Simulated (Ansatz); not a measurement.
The same path of CH5AlO + H2 (10 atoms, charge 0, multiplicity 1) was run twice with different band settings. Lost on the way: Al1–C2, H9–H10. Made: Al1–H9, C2–H10.

Theory: Ansatz, RKS PBE-D4/6-31G*.

Relaxed end points:

```xyz
10
Properties=species:S:1:pos:R:3
Al -0.037 0.003 0.235
C -0.145 0.301 2.180
H -1.090 -0.044 2.633
H 0.685 -0.213 2.697
H -0.047 1.377 2.415
H 1.329 -0.208 -0.568
O -1.432 0.042 -0.796
H -2.304 0.185 -0.384
H 0.243 -2.820 0.533
H 0.127 -2.615 1.248
```

```xyz
10
Properties=species:S:1:pos:R:3
Al -0.065 -0.711 -0.442
C 0.023 -0.192 2.557
H -1.057 0.020 2.523
H 0.372 -0.174 3.602
H 0.573 0.579 1.992
H 1.286 0.120 -0.606
O -1.526 0.186 -0.704
H -2.359 -0.319 -0.668
H -0.139 -2.299 -0.214
H 0.223 -1.201 2.154
```

Common settings: movable images 7; climbing image yes; optimiser quadratic models (default); start path through a guess of the saddle point; force threshold 0.05 eV/Å; iteration limit 60; end points relaxed.

| run | spring |
| --- | --- |
| 1 | 5.0 eV/Å² |
| 2 | 20.0 eV/Å² |

(1) What does each run give, and how far can it be trusted?

Results:

(1) Run 1: converged after 21 iterations, highest image 1.200 eV above the first end. Beside the main top the profile has a ripple of under 15 meV (maxima at images 1, 4), which may be a very shallow well or noise. A structure lower than the last end lies on the path between it and the top, so the climb from that side starts below the end, which may itself be a saddle point or a shallow side well. Neighbouring images differ by up to 1.4 eV, so the band resolves the path poorly. A vibrational analysis at the climbing image gives one clearly imaginary mode, 1282i cm⁻¹: a first-order saddle point.
Run 2: converged after 21 iterations, highest image 1.200 eV above the first end. Beside the main top the profile has a ripple of under 15 meV (maxima at images 1, 4), which may be a very shallow well or noise. A structure lower than the last end lies on the path between it and the top, so the climb from that side starts below the end, which may itself be a saddle point or a shallow side well. Neighbouring images differ by up to 1.4 eV, so the band resolves the path poorly. Another band between the same ends (7 images) ends at a top of the same energy, where a vibrational analysis finds 1 clearly imaginary mode.
The orbitals stay closed-shell, which can raise the energy where a bond breaks towards radicals; this wasn't checked here.
